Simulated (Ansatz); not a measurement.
Input file:

```yaml
crystal:
  periodic: [false, false, false]
  atoms:
    - {symbol: Ga, position_ang: [0.000000, 0.151489, 1.932551]}
    - {symbol: Ga, position_ang: [0.000000, -0.335749, -0.649438]}
    - {symbol: P, position_ang: [0.000000, 0.374792, -2.899333]}
    - {symbol: H, position_ang: [0.000000, 1.228698, 0.338030]}
basis:
  gaussian: {orbitals: 6-31G}
magnetization: {spin_polarized: false, initial_magnetization: 4}
correlation: {method: bccd_t, electrons: outside_noble_gas}
```

```sh
$ ansatz run in.yaml --threads 1 --pin off --events-out ev --progress --plain --max-ram 2393MiB
```

**Question.** Roughly how long does this take on 1 thread of Intel Xeon Platinum 8375C, shared host, and how much host memory?

**Answer.** 50 s wall and 0.22 GiB.

```
672 factors; integrals over basis functions are off by at most 3.3e-4 eV
mean field evaluation 1: about -113934.0864 eV, gradient 7.3e0 eV
mean field evaluation 2: about -113934.1280 eV, gradient 7.4e0 eV
mean field evaluation 4: about -113935.1012 eV, gradient 1.6e0 eV
mean field evaluation 8: about -113935.1719 eV, gradient 5.0e-1 eV
mean field evaluation 16: about -113935.1971 eV, gradient 4.2e-5 eV
mean field evaluation 32: about -113930.0331 eV, gradient 1.5e1 eV
mean field evaluation 64: about -113935.1971 eV, gradient 4.0e-6 eV
mean field evaluation 96: about -113933.8450 eV, gradient 5.5e0 eV
mean field evaluation 128: about -113933.9876 eV, gradient 8.7e0 eV
mean field evaluation 160: about -113931.4799 eV, gradient 1.1e1 eV
...
cycle   4  -3.31844643 eV  change    9.4e-4 eV  update   4.7e-3
cycle   5  -3.31786311 eV  change    5.8e-4 eV  update   2.7e-3
cycle   6  -3.31747884 eV  change    3.8e-4 eV  update   1.3e-3
cycle   7  -3.31772634 eV  change   -2.5e-4 eV  update   6.6e-4
cycle   8  -3.31774595 eV  change   -2.0e-5 eV  update   3.6e-4
cycle   9  -3.31769548 eV  change    5.0e-5 eV  update   1.8e-4
cycle  10  -3.31766764 eV  change    2.8e-5 eV  update   9.1e-5
cycle  11  -3.31766822 eV  change   -5.8e-7 eV  update   4.6e-5
cycle  12  -3.31766986 eV  change   -1.6e-6 eV  update   2.1e-5
cycle  13  -3.31767037 eV  change   -5.1e-7 eV  update   9.6e-6
perturbative correction -0.12421581 eV, -0.0045648466 hartree
Total energy: -113938.63901503 eV, -4187.1677534188 hartree
```
